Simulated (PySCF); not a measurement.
Run record: geometry optimisation, `CN=P(C)(C)C`.

Method: B3LYP/def2-SV(P) geometry optimisation, gas phase (PySCF 2.14.0). Start geometry: GFN2-xTB. The input is one job of a driver script: a line of settings, then coordinates in Å.

Input:
```
{"job": {"xc": "B3LYP", "basis": "def2-SV(P)", "grid": 1, "kind": "geom"}, "charge": 0, "multiplicity": 1}
C      2.328313     0.702601    -0.648766
N      1.045754     1.065956    -0.086598
P     -0.187641     0.131342     0.103356
C     -1.474237     1.171307     0.855162
C     -1.007882    -0.622485    -1.385283
C     -0.069634    -1.341607     1.231505
H      2.935684     1.609592    -0.657736
H      2.257458     0.334739    -1.677571
H      2.856876    -0.050997    -0.055537
H     -2.400550     0.615527     0.983138
H     -1.635134     2.029333     0.207680
H     -1.111751     1.522423     1.818011
H     -1.194937     0.178031    -2.099723
H     -1.940932    -1.118559    -1.132971
H     -0.328552    -1.343214    -1.838688
H      0.365405    -1.002272     2.170634
H     -1.040470    -1.793360     1.415765
H      0.593472    -2.082038     0.785966
```

Output:
```
step   0  E = -555.45653497  max force = 0.016881
step   1  E = -555.45965036  max force = 0.003022
step   2  E = -555.45969735  max force = 0.000701
step   3  E = -555.45970602  max force = 0.000361
optimisation converged
```

Energies in Eh; «max force» is the largest Cartesian gradient component in Eh/bohr.

How much energy does the optimisation release, in kJ/mol?

E(step 0) − E(last step) = 0.003171 Eh, which is 8.3 kJ/mol.

Give the first gradient maximum in eV/Å.

With 1 Eh/bohr = 51.422 eV/Å, 0.868 eV/Å.

Summary of the converged run: final energy -555.45971 Eh after 3 steps; dipole 3.19 D.

Where do the atoms end?

0.048 Å rms from the input after alignment:
```
atom  x, y, z in Å
C1     2.2186    0.2738   -0.8366
N2     0.9567    0.6746   -0.2719
P3    -0.3061   -0.2267   -0.0574
C4    -1.6068    0.8097    0.6939
C5    -1.1039   -0.9775   -1.5543
C6    -0.1553   -1.6894    1.0744
H7     2.9016    1.1452   -0.8750
H8     2.1567   -0.1093   -1.8830
H9     2.7578   -0.5087   -0.2517
H10   -2.5459    0.2493    0.8403
H11   -1.7858    1.6754    0.0348
H12   -1.2418    1.1867    1.6637
H13   -1.3087   -0.1748   -2.2835
H14   -2.0456   -1.5018   -1.3121
H15   -0.4078   -1.6968   -2.0207
H16    0.2744   -1.3495    2.0324
H17   -1.1281   -2.1782    1.2619
H18    0.5333   -2.4301    0.6307
```

How long does this job take on Arm Neoverse V2, one thread, shared host with 96 logical CPUs at a one-minute load of 47? And the peak memory of the process?

About 16 s, with 0.56 GiB resident at the peak, the Python interpreter and its libraries included.
Labels such as C1 count atoms from 1, the log's own numbers from 0.
